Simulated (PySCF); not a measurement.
# Calculated properties of formyl cation, `C#[O+]`

Formyl cation, CHO (charge +1).
Atom-mapped SMILES: `[CH:1]#[O+:2]` (hydrogens: H3 on C1)

**PBE0-D3(BJ)/def2-TZVP geometry optimisation, gas phase (PySCF)**

* Point group: C∞v
* Rotational constant B (linear): 45.161 GHz

From CAM-B3LYP/aug-cc-pVTZ ground state and vertical TDDFT (core frozen in the response) (PySCF):

- HOMO energy: -24.43 eV
- LUMO energy: -8.82 eV
- HOMO–LUMO gap: 15.61 eV
- Lowest singlet excitation: 9.50 eV (130 nm, f = 0.000)
- Lowest triplet excitation (Tamm–Dancoff): 7.83 eV
- Static isotropic polarisability: 9.7 au
- Electronic spatial extent ⟨r²⟩ about the centre of nuclear charge: 40 bohr²

PBE0/pcSseg-2 ground state and GIAO shieldings, non-relativistic (PySCF):

- Lowest Hirshfeld atomic charge: +0.17 e on O2
- Highest Hirshfeld atomic charge: +0.55 e on C1
- 13C chemical shifts (computed TMS as zero) by class: 143.7 (C1) ppm
- 1H chemical shifts (computed TMS as zero) by class: 7.27 (H3) ppm
- Isotropic shieldings of nuclei other than C and H, by class: -47 (O2) ppm
- Mayer bond orders between heavy atoms: C1–O2 2.73

Monoisotopic mass of the ion (most abundant isotopes, electron mass counted): 29.0022 u.

The vertical singlet–triplet gap S1 − T1 is 1.67 eV (TDDFT singlet less Tamm–Dancoff triplet). In wavenumbers S1 is 76600 cm⁻¹ (1 eV = 8065.54 cm⁻¹). No computed singlet falls in the visible range (750 to 380 nm, 1.65 to 3.26 eV); S1 lies 6.24 eV above its blue end. For a rigid linear rotor the levels are B·J(J + 1), so J = 1 lies 2B = 90.32 GHz above J = 0. S1 lies 6.11 eV below the HOMO–LUMO gap. The principal polarisabilities are 7.7, 7.7 and 13.7 au; their mean is the isotropic value. The polarisability is 1.44 Å³ as a volume (1 au = 0.148185 Å³), or 0.69 au for each of the 14 electrons.

Isolated species at its PBE0-D3(BJ)/def2-TZVP geometry, gas phase.
